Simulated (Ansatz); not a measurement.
The inner images of a band of C2H3NO (7 atoms, charge 0, multiplicity 1) are given out of order.

Theory: RHF/6-31G* in Ansatz 0.2.0.

Image 0:

```xyz
7
Properties=species:S:1:pos:R:3
O -1.214 0.949 -0.600
C -0.198 0.338 -0.041
C 0.900 0.295 0.566
N 0.131 -1.022 0.257
H -1.898 0.315 -0.783
H 1.733 0.583 1.157
H 0.546 -1.457 -0.556
```

Image 8:

```xyz
7
Properties=species:S:1:pos:R:3
O -1.470 0.366 -0.605
C -0.315 0.051 -0.070
C 0.792 0.269 0.491
N 0.312 -1.186 0.226
H -1.623 1.301 -0.528
H 1.533 0.738 1.088
H 0.771 -1.538 -0.602
```

Question: Put them in order from the first end to the last, with their energies above the first end.
A.
```xyz
7
Properties=species:S:1:pos:R:3
O -1.190 0.786 -0.840
C -0.207 0.231 -0.152
C 0.776 0.255 0.625
N 0.279 -1.109 0.103
H -2.022 0.630 -0.406
H 1.489 0.608 1.329
H 0.875 -1.402 -0.659
```
B.
```xyz
7
Properties=species:S:1:pos:R:3
O -1.169 0.879 -0.778
C -0.195 0.278 -0.123
C 0.817 0.261 0.614
N 0.212 -1.082 0.149
H -2.006 0.512 -0.514
H 1.580 0.587 1.277
H 0.761 -1.435 -0.624
```
C.
```xyz
7
Properties=species:S:1:pos:R:3
O -1.366 0.405 -0.807
C -0.265 0.092 -0.157
C 0.701 0.273 0.630
N 0.493 -1.111 -0.033
H -1.966 0.885 -0.249
H 1.282 0.656 1.433
H 1.121 -1.200 -0.817
```
D.
```xyz
7
Properties=species:S:1:pos:R:3
O -1.178 0.932 -0.695
C -0.190 0.316 -0.086
C 0.862 0.276 0.594
N 0.161 -1.050 0.199
H -1.965 0.400 -0.638
H 1.663 0.577 1.220
H 0.647 -1.450 -0.593
```
E.
```xyz
7
Properties=species:S:1:pos:R:3
O -1.300 0.532 -0.855
C -0.243 0.136 -0.168
C 0.718 0.266 0.631
N 0.424 -1.121 0.015
H -1.993 0.821 -0.274
H 1.337 0.647 1.406
H 1.057 -1.280 -0.755
```
F.
```xyz
7
Properties=species:S:1:pos:R:3
O -1.429 0.297 -0.732
C -0.288 0.047 -0.134
C 0.687 0.270 0.633
N 0.551 -1.100 -0.083
H -1.924 0.950 -0.252
H 1.243 0.650 1.454
H 1.160 -1.114 -0.887
```
G.
```xyz
7
Properties=species:S:1:pos:R:3
O -1.240 0.655 -0.870
C -0.225 0.179 -0.168
C 0.741 0.257 0.629
N 0.354 -1.123 0.059
H -2.010 0.749 -0.319
H 1.401 0.631 1.373
H 0.978 -1.348 -0.703
```

Answer: D (+0.026 eV), B (+0.087 eV), A (+0.152 eV), G (+0.181 eV), E (+0.160 eV), C (+0.106 eV), F (+0.049 eV).

Time of the run: 96 s on 1 thread of Intel(R) Xeon(R) Platinum 8259CL CPU @ 2.50GHz (Skylake/Cascade Lake), with other jobs on the host, peak memory 0.13 GiB.
